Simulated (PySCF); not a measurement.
Species: 2-methylbutanenitrile, C₅H₉N.
SMILES with atom numbers: `[CH3:1][CH2:2][C@@H:3]([CH3:4])[C:5]#[N:6]` (hydrogens: H7, H8, H9 on C1; H10, H11 on C2; H12 on C3; H13, H14, H15 on C4)

The same species was optimised twice, with GFN2-xTB and with PBE0-D3(BJ)/def2-SVP (PySCF), and the same property calculations (PySCF, gas phase) were run on both structures.

```
     coordinate  GFN2-xTB  PBE0-D3(BJ)/def2-SVP  change
      C3–C5 (Å)     1.445                 1.465  +0.020
      C5≡N6 (Å)     1.143                 1.158  +0.015
      C1–C2 (Å)     1.523                 1.518  -0.005
      C3–C4 (Å)     1.532                 1.529  -0.003
      C2–C3 (Å)     1.537                 1.536  -0.001
   C1–C2–C3 (°)     111.9                 114.1    +2.2
   C4–C3–C5 (°)     109.3                 110.4    +1.1
   C2–C3–C5 (°)     109.7                 110.6    +0.9
   C2–C3–C4 (°)     111.8                 112.5    +0.7
   C3–C5–N6 (°)     179.1                 178.5    -0.6
C1–C2–C3–C4 (°)       174                   177      +3
```

Rotational constants: A = 4187, B = 3163, C = 1960 MHz (GFN2-xTB) against A = 4081, B = 3141, C = 1920 MHz (PBE0-D3(BJ)/def2-SVP). Point groups within 0.08 Å: C1 and C1.

On the GFN2-xTB structure: isotropic polarisability (au) 64.0 [B3LYP/def2-SVPD]; HOMO (eV) -9.00 [B3LYP/def2-SVPD]; LUMO (eV) 0.03 [B3LYP/def2-SVPD]; dipole (D) 4.06 [B3LYP/def2-SVPD]; HOMO (eV) -9.21 [PBE0/pcSseg-1]; LUMO (eV) 0.69 [PBE0/pcSseg-1]; dipole (D) 4.01 [PBE0/pcSseg-1]; GIAO shielding of C1 (ppm) 171.4 [PBE0/pcSseg-1]; GIAO shielding of C2 (ppm) 153.6 [PBE0/pcSseg-1]; GIAO shielding of C3 (ppm) 158.2 [PBE0/pcSseg-1]; GIAO shielding of C4 (ppm) 164.7 [PBE0/pcSseg-1]; GIAO shielding of C5 (ppm) 59.4 [PBE0/pcSseg-1]; GIAO shielding of N6 (ppm) -30.5 [PBE0/pcSseg-1].

Problem. What do these properties become on the PBE0-D3(BJ)/def2-SVP structure?

Solution. 
```json
{"property": "isotropic polarisability (au)", "level": "B3LYP/def2-SVPD", "on GFN2-xTB": "64.0", "on PBE0-D3(BJ)/def2-SVP": "65.2", "change": "+1.2"}
{"property": "HOMO (eV)", "level": "B3LYP/def2-SVPD", "on GFN2-xTB": "-9.00", "on PBE0-D3(BJ)/def2-SVP": "-8.95", "change": "+0.05"}
{"property": "LUMO (eV)", "level": "B3LYP/def2-SVPD", "on GFN2-xTB": "0.03", "on PBE0-D3(BJ)/def2-SVP": "-0.01", "change": "-0.04"}
{"property": "dipole (D)", "level": "B3LYP/def2-SVPD", "on GFN2-xTB": "4.06", "on PBE0-D3(BJ)/def2-SVP": "4.10", "change": "+0.04"}
{"property": "energy, GFN2-xTB geometry as zero (kcal/mol)", "level": "B3LYP/def2-SVPD", "on GFN2-xTB": "0.0", "on PBE0-D3(BJ)/def2-SVP": "-1.3", "change": "-1.3"}
{"property": "HOMO (eV)", "level": "PBE0/pcSseg-1", "on GFN2-xTB": "-9.21", "on PBE0-D3(BJ)/def2-SVP": "-9.15", "change": "+0.06"}
{"property": "LUMO (eV)", "level": "PBE0/pcSseg-1", "on GFN2-xTB": "0.69", "on PBE0-D3(BJ)/def2-SVP": "0.62", "change": "-0.07"}
{"property": "dipole (D)", "level": "PBE0/pcSseg-1", "on GFN2-xTB": "4.01", "on PBE0-D3(BJ)/def2-SVP": "4.05", "change": "+0.04"}
{"property": "energy, GFN2-xTB geometry as zero (kcal/mol)", "level": "PBE0/pcSseg-1", "on GFN2-xTB": "0.0", "on PBE0-D3(BJ)/def2-SVP": "-0.6", "change": "-0.6"}
{"property": "GIAO shielding of C1 (ppm)", "level": "PBE0/pcSseg-1", "on GFN2-xTB": "171.4", "on PBE0-D3(BJ)/def2-SVP": "170.1", "change": "-1.3"}
{"property": "GIAO shielding of C2 (ppm)", "level": "PBE0/pcSseg-1", "on GFN2-xTB": "153.6", "on PBE0-D3(BJ)/def2-SVP": "152.8", "change": "-0.8"}
{"property": "GIAO shielding of C3 (ppm)", "level": "PBE0/pcSseg-1", "on GFN2-xTB": "158.2", "on PBE0-D3(BJ)/def2-SVP": "155.4", "change": "-2.8"}
{"property": "GIAO shielding of C4 (ppm)", "level": "PBE0/pcSseg-1", "on GFN2-xTB": "164.7", "on PBE0-D3(BJ)/def2-SVP": "163.3", "change": "-1.4"}
{"property": "GIAO shielding of C5 (ppm)", "level": "PBE0/pcSseg-1", "on GFN2-xTB": "59.4", "on PBE0-D3(BJ)/def2-SVP": "56.9", "change": "-2.5"}
{"property": "GIAO shielding of N6 (ppm)", "level": "PBE0/pcSseg-1", "on GFN2-xTB": "-30.5", "on PBE0-D3(BJ)/def2-SVP": "-38.5", "change": "-8.0"}
```

The heavy atoms differ by 0.029 Å rms after alignment. Among bonds between heavy atoms C3–C5 changes most (+0.020 Å). Changes are differences of the printed values. Neither structure is proved a minimum here.

The values belong to the conformer `[CH3:1][CH2:2][C@@H:3]([CH3:4])[C:5]#[N:6]`: C1–C2–C3–C4 177°.
